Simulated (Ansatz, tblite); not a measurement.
Forces on MgMeF (CH₃FMg) at its PBE-D4/def2-TZVP geometry. Charge 0, multiplicity 1.

The xTB rows come from tblite.

GFN1-xTB (tblite), largest force 0.59 eV/Å:

```xyz
6
positions Å, forces eV/Å
Mg    1.007   -0.802    0.080    0.144   -0.115    0.012
C    -0.617    0.492   -0.049   -0.303    0.241   -0.024
H    -0.290    1.526   -0.233    0.034   -0.375    0.059
H    -1.204    0.489    0.882    0.279   -0.096   -0.240
H    -1.292    0.205   -0.869    0.303   -0.020    0.230
F     2.396   -1.908    0.190   -0.457    0.364   -0.036
```

GFN2-xTB (tblite), largest force 0.71 eV/Å:

```
Mg 0.437 -0.348 0.035
C -0.558 0.444 -0.044
H -0.021 -0.477 0.078
H 0.327 -0.081 -0.347
H 0.361 0.027 0.321
F -0.546 0.435 -0.043
```

PBE0-D4/def2-TZVP (Ansatz), largest force 0.36 eV/Å:

```
Mg 0.181 -0.144 0.015
C -0.056 0.045 -0.004
H -0.082 -0.208 0.038
H 0.111 0.011 -0.197
H 0.130 0.070 0.172
F -0.284 0.227 -0.023
```
